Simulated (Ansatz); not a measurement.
## One structure, 5 elements: Li3W, Na3W, K3W, Rb3W, Cs3W

Plane-wave DFT in Ansatz with scalar-relativistic PAW potentials, cutoff 420 eV, Γ-centred meshes chosen by cell and gap, Gaussian smearing with energies taken to zero width. Every cell was relaxed (cell and atoms) in a run of its own, within the symmetry of its start. Functional: PBE.

All members share space group Pm-3m and the same sites; only the element on one set of sites changes (Li, Na, K, Rb, Cs). Members needn't be the stable form of their composition. Energies over the elements, where given, are against the elements' standard states in the same functional (H₂, N₂, O₂ and halogens uncorrected, Hg as a solid). The first member:

Space group Pm-3m (No. 221). a = 3.889 Å, b = 3.889 Å, c = 3.889 Å, α = 90.00°, β = 90.00°, γ = 90.00°
| atom | site | symmetry | x | y | z |
| --- | --- | --- | --- | --- | --- |
| Li | 3c | 4/mm.m | 0.0000 | 0.5000 | 0.5000 |
| W | 1a | m-3m | 0.0000 | 0.0000 | 0.0000 |

Task: How do size, gap and binding change down the group?

Result:
| compound | V (Å³/atom) | a (Å) | energy over elements (eV/atom) |
| --- | --- | --- | --- |
| Li3W | 14.71 | 3.889 | 1.029 |
| Na3W | 24.44 | 4.606 | 1.621 |
| K3W | 40.68 | 5.459 | 1.977 |
| Rb3W | 47.16 | 5.735 | 2.056 |
| Cs3W | 46.28 | 5.699 | 2.023 |

Over the series the volume has no steady trend down the group (least for Li); all are metallic on the mesh; none is bound against its elements in this structure, and Li comes closest.

Spin-orbit coupling is left out, which matters for the bands of heavy elements.